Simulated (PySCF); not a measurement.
This PySCF input asks for the NMR shieldings of `[O]([AlH2])[SiH3]`, AlH₅OSi; the geometry comes from GFN2-xTB.

```python
import basis_set_exchange as bse
import numpy as np
from pyscf import gto, dft
from pyscf.prop import nmr

atoms = """
Al    1.746183   -0.439915    0.332352
O     0.156038   -0.037594    0.041914
Si   -1.416464    0.359766   -0.240021
H     2.219510   -1.882896    0.115690
H     2.732344    0.632922    0.812400
H    -1.415780    1.758998   -0.665115
H    -1.888045   -0.541489   -1.290749
H    -2.124729    0.159620    1.024444
"""
names = dict.fromkeys(["Al", "O", "Si", "H"], "pcSseg-1")
basis = {el: gto.basis.parse(bse.get_basis(n, elements=[el], fmt="nwchem")) for el, n in names.items()}
mol = gto.M(atom=atoms, basis=basis, charge=0, verbose=0)
mf = dft.RKS(mol, xc="PBE0")
mf.grids.level = 2
mf.grids.alignment = dft.numint.BLKSIZE   # the property module wants whole blocks of grid points
mf.conv_tol = 1e-9
mf.kernel()

calc = nmr.RKS(mf)   # GIAO
C = mf.mo_coeff
Co = C[:, mf.mo_occ > 0]
resp = mf.gen_response(singlet=True, hermi=2)
def vind(x):   # induced exchange potential for any number of trial vectors
    d = np.einsum("pi,xij,qj->xpq", C, 2 * x.reshape(-1, C.shape[1], Co.shape[1]), Co, optimize=True)
    return np.einsum("xpq,pi,qj->xij", resp(d - d.transpose(0, 2, 1)), C, Co, optimize=True).ravel()
mo1, _ = nmr.rhf.solve_mo1(calc, with_cphf=vind)
sigma = calc.kernel(mo1)
for i, s in enumerate(sigma):   # ppm
    print("%2d %-2s %9.2f" % (i, mol.atom_pure_symbol(i), np.trace(s) / 3))
```

Task: What are the results?

Result: 
```
 0 Al    375.69
 1 O     272.29
 2 Si    388.01
 3 H      27.19
 4 H      27.19
 5 H      26.32
 6 H      26.32
 7 H      26.38
```

These numbers come from an equivalent density-fitted implementation of the same equations, which agrees with the script to about 0.01 ppm for H and up to a few tenths of a ppm for heavy atoms, so last digits may differ.

Size and cost of the density-fitted run: 90 basis functions, 4.8 s wall time on 1 thread of an Arm Neoverse V1, shared host.
